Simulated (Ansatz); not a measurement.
We consider rock-salt PbSe, described by PBE0-D3(BJ) (Ansatz, an electronic-structure program, PAW).

Total energies, extrapolated to zero smearing (they compare only within this program, potentials and cutoff; free atoms with spin allowed, lowest state found):

```json
[
 {"system": "rock-salt PbSe, relaxed", "energy (eV/atom)": "-8689.7199"},
 {"system": "free Pb atom", "energy (eV/atom)": "-11904.1950"},
 {"system": "free Se atom", "energy (eV/atom)": "-5468.0399"}
]
```

Problem. Work out the cohesive energy per atom.

Solution. E_coh = [1 × (-11904.1950) + 1 × (-5468.0399)]/2 − (-8689.7199) = 3.60 eV/atom. The reference value is 2.74 ± 0.03 eV/atom (worked out here from tabulated enthalpies at 298 K, brought to a static lattice with a Debye model, atoms in their spin–orbit ground levels; inputs from the CRC Handbook), not set against a level without spin–orbit coupling.

Spin–orbit coupling is left out; its size isn't shown.

The PAW data were made under PBE.
